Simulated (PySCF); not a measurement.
Ionisation energy of Mg by level of theory

Mg [Ne] 3s2 (1S) → Mg⁺ [Ne] 3s1 (2S), as a difference of total energies. Calculation: PySCF 2.14, in def2-TZVPPD (5s5p3d, 35 functions); the non-relativistic Hamiltonian (point nucleus). Correlated levels: valence: [Ne] frozen. The calculations carry no spin-orbit coupling.

```tsv
method	ionisation energy (eV)	error (eV)
UHF	6.611	-1.035
MP2 (valence)	7.205	-0.441
SCS-MP2 (valence)	7.324	-0.322
CCSD (valence)	7.507	-0.139
```

Reference: 7.646 eV (measured; NIST Atomic Spectra Database, ionization energies).

Errors of the correlated levels include the incompleteness of this basis and the frozen core.

With two correlated electrons CCSD is exact in that space.
